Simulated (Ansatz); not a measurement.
# AlSiH5 (AlH2(SiH3)) at 6 levels

Wanted: a comparison of 6 runs (HF/STO-3G, UB3LYP/STO-3G, r2SCAN0/STO-3G, RPA@PBE/STO-3G, UMP2/STO-3G, CCSDT(Q)/STO-3G) of AlSiH5 (AlH2(SiH3)). 

Program for the calculation: Ansatz 0.2.0.

58 further runs of the same task are left out: 2 that didn't finish, 56 set aside as unsound or not needed.

## 1. The molecule

The species is AlSiH5 (7 atoms), meant as a singlet with charge 0. SMILES: `[H][Al]([H])[SiH3]`. The Si4–Al1 distance was set to 3.631 Å, away from the relaxed value. At this shape a bond of the SMILES string is far longer than usual.

Bond lengths: Al1–H2 1.567 Å, Al1–H3 1.566 Å, Si4–H5 1.482 Å, Si4–H6 1.482 Å, Si4–H7 1.482 Å. Angles: H2–Al1–H3 107.9°, H5–Si4–H6 104.0°, H5–Si4–H7 103.8°, H6–Si4–H7 103.8°.

## 2. The energy at HF/STO-3G (run 1)

job.yaml reads:

```yaml
crystal:
  periodic: [false, false, false]
  atoms:
    - symbol: Al
      position_ang: [1.290739, 2.251417, 0.014165]
    - symbol: H
      position_ang: [2.848109, 2.414717, 0.066775]
    - symbol: H
      position_ang: [0.656079, 3.682907, -0.006275]
    - symbol: Si
      position_ang: [-0.517390, -0.897790, -0.016750]
    - symbol: H
      position_ang: [-1.851430, -0.836410, 0.625620]
    - symbol: H
      position_ang: [0.177610, -1.992690, 0.701130]
    - symbol: H
      position_ang: [-0.795620, -1.472990, -1.353750]
basis:
  gaussian:
    orbitals: STO-3G
hamiltonian:
  xc: hf
accuracy: high
```

On the command line:

```sh
$ ansatz run job.yaml --threads 1 --pin off --max-ram 2610MiB --events-out events.jsonl --progress --plain --runs-dir runs
```

What it wrote:

```text
Warning: RAYON_NUM_THREADS=1 ignored (pool sized by the plan → 1); use --threads N
Functional definition: HF
  name "HF"
  exchange = exact_x
  correlation = 0
380 factors; integrals over basis functions are off by at most 9.0e-9 eV
mean field evaluation 1: about -14346.8247 eV, gradient 1.5e1 eV
mean field evaluation 2: about -14346.8227 eV, gradient 1.5e1 eV
mean field evaluation 4: about -14348.4761 eV, gradient 1.5e0 eV
mean field evaluation 8: about -14348.4924 eV, gradient 5.8e-6 eV
mean field evaluation 16: about -14344.1716 eV, gradient 8.5e-1 eV
mean field -14348.49239047 eV, -527.2973695924 hartree, gradient 1.9e-8 eV, S^2 0.000000; 0 other end points of the search recorded, 0 dependent functions left out
reference -14348.49239047 eV, -527.2973695924 hartree; 16, 16 occupied and 7, 7 virtual orbitals, 380 factors
Total energy: -14348.49239047 eV, -527.2973695924 hartree
```

Run time: 0.14 s. Hardware: 1 thread of Arm Neoverse V1, shared host.

## 3. The energy at UB3LYP/STO-3G (run 2)

input.yaml reads:

```yaml
crystal:
  periodic: [false, false, false]
  atoms:
    - {symbol: Al, position_ang: [1.290739, 2.251417, 0.014165]}
    - {symbol: H, position_ang: [2.848109, 2.414717, 0.066775]}
    - {symbol: H, position_ang: [0.656079, 3.682907, -0.006275]}
    - {symbol: Si, position_ang: [-0.517390, -0.897790, -0.016750]}
    - {symbol: H, position_ang: [-1.851430, -0.836410, 0.625620]}
    - {symbol: H, position_ang: [0.177610, -1.992690, 0.701130]}
    - {symbol: H, position_ang: [-0.795620, -1.472990, -1.353750]}
basis:
  gaussian:
    orbitals: STO-3G
magnetization:
  spin_polarized: true
hamiltonian:
  xc: {name: B3LYP}
accuracy: high
```

On the command line:

```sh
$ ansatz run input.yaml --threads 1 --pin off --max-ram 2610MiB --events-out events.jsonl --progress --plain --runs-dir runs
```

What it wrote:

```text
Warning: RAYON_NUM_THREADS=1 ignored (pool sized by the plan → 1); use --threads N
Functional definition: B3LYP
  name "B3LYP"
  parameter a0 = 0.2
  parameter ax = 0.72
  parameter ac = 0.81
  exchange = (1 - a0 - ax)*slater_x + ax*b88_x + a0*exact_x
  correlation = (1 - ac)*vwn_rpa_c + ac*lyp_c
380 factors; integrals over basis functions are off by at most 9.0e-9 eV
mean field evaluation 1: about -14377.2804 eV, gradient 1.7e1 eV
mean field evaluation 2: about -14371.6327 eV, gradient 2.0e1 eV
mean field evaluation 4: about -14380.5308 eV, gradient 2.7e0 eV
mean field evaluation 8: about -14380.5650 eV, gradient 2.1e-1 eV
mean field evaluation 16: about -14380.5657 eV, gradient 3.9e-6 eV
mean field evaluation 32: about -14380.6423 eV, gradient 1.9e-8 eV
mean field -14380.64231325 eV, -528.4788574625 hartree, gradient 1.9e-8 eV, S^2 0.388471; 4 other end points of the search recorded, 0 dependent functions left out
reference -14380.64234826 eV, -528.4788587491 hartree; 16, 16 occupied and 7, 7 virtual orbitals, 380 factors
Total energy: -14380.64234826 eV, -528.4788587491 hartree
```

Wall time 5.4 s (1 thread of Arm Neoverse V1, shared host); peak memory 0.15 GiB.

Run 3 isn't shown in full; the table further down has it.

## 4. A single-point energy at RPA@PBE/STO-3G (run 4)

run.yaml reads:

```yaml
crystal:
  periodic: [false, false, false]
  atoms:
    - {symbol: Al, position_ang: [1.290739, 2.251417, 0.014165]}
    - {symbol: H, position_ang: [2.848109, 2.414717, 0.066775]}
    - {symbol: H, position_ang: [0.656079, 3.682907, -0.006275]}
    - {symbol: Si, position_ang: [-0.517390, -0.897790, -0.016750]}
    - {symbol: H, position_ang: [-1.851430, -0.836410, 0.625620]}
    - {symbol: H, position_ang: [0.177610, -1.992690, 0.701130]}
    - {symbol: H, position_ang: [-0.795620, -1.472990, -1.353750]}
basis:
  gaussian:
    orbitals: STO-3G
hamiltonian:
  xc: pbe
correlation:
  method: rpa
  frozen_orbitals: {Al: 5, H: 0, Si: 5}
accuracy: high
```

On the command line:

```sh
$ ansatz run run.yaml --threads 1 --pin off --max-ram 2610MiB --events-out events.jsonl --progress --plain --runs-dir runs
```

What it wrote, cut to the lines that bear on the results:

```text
Warning: RAYON_NUM_THREADS=1 ignored (pool sized by the plan → 1); use --threads N
Functional definition: PBE
  name "PBE"
[...]
380 factors; integrals over basis functions are off by at most 9.0e-9 eV
[...]
mean field -14371.36407557 eV, -528.1378885167 hartree, gradient 4.3e-8 eV, S^2 0.000000; 0 other end points of the search recorded, 0 dependent functions left out
10 core orbitals not correlated: weight in the atoms' cores, before any rotation towards them, 0.999 or more for the frozen orbitals, at most 0.000 for the correlated occupied ones
reference -14348.02980500 eV, -527.2803698898 hartree; 6, 6 occupied and 7, 7 virtual orbitals, 380 factors
Total energy: -14354.25002746 eV, -527.5089588492 hartree
```

It took 2.2 s on 1 thread of Arm Neoverse V1, shared host; peak memory 0.11 GiB.

Run 5 isn't shown in full; the table further down has it.

## 5. A single-point energy at CCSDT(Q)/STO-3G (run 6)

Edit job.yaml of step 2 so:

```diff
@@ -20,4 +20,7 @@
     orbitals: STO-3G
-hamiltonian:
-  xc: hf
+correlation:
+  method: ccsdt_q
+  frozen_orbitals: {Al: 5, H: 0, Si: 5}
 accuracy: high
+scf:
+  omitted_lower_state_checks: [cluster_reference, increment]
```

On the command line:

```sh
$ ansatz run job.yaml --threads 1 --pin off --max-ram 2610MiB --events-out events.jsonl --progress --plain --runs-dir runs
```

What it wrote:

```text
Warning: RAYON_NUM_THREADS=1 ignored (pool sized by the plan → 1); use --threads N
[... 12 lines left out ...]
10 core orbitals not correlated: weight in the atoms' cores, before any rotation towards them, 1.000 or more for the frozen orbitals, at most 0.000 for the correlated occupied ones
[... 31 lines left out ...]
WARN: these amplitudes may be one of several solutions (largest doubles amplitude 0.50, level shift 2.70 eV)
Total energy: -14352.94439584 eV, -527.4609777718 hartree
Checks for a lower state left out: cluster_reference, increment
```

Wall time 0.42 s (1 thread of Arm Neoverse V1, shared host).

## 6. All runs side by side

```csv
run,level,frozen core orbitals,energy (Eh),wall time
1,HF/STO-3G,–,-527.297370,0.14 s
2,UB3LYP/STO-3G,–,-528.478859,5.4 s
3,r2SCAN0/STO-3G,–,-528.395854,3.6 s
4,RPA@PBE/STO-3G,10,-527.508959,2.2 s
5,UMP2/STO-3G,10,-527.415125,0.3 s
6,CCSDT(Q)/STO-3G,10,-527.460978,0.42 s
```

## 7. Results

```
                                           quantity          value
                                run 6: total energy  -527.46098 Eh
run 6: correlation energy (10 core orbitals frozen)     -163.6 mEh
                               run 6: T1 diagnostic          0.036
```

What this shows: Below the HF energy at the same shape and in the same basis (STO-3G): UMP2 -117.8 mEh; CCSDT(Q) -163.6 mEh. Some of these start from another determinant than that one, so these aren't their correlation energies. Totals of different functionals can't be ranked against each other. In run 6 the log says that unrestricted orbitals would lower the reference, so the values rest on an unstable closed-shell determinant (other closed-shell runs at this shape may share the fault). In runs 1, 2, 3, 4, 5, 6 the basis is minimal, so the values are rough. Spin contamination of the reference: run 5 ⟨S²⟩ = 0.89, run 2 ⟨S²⟩ = 0.39. Where it is this large, the reference is a mixture of spin states, and values that rest on it are in doubt. All runs together took 12 s, the longest 5.4 s.
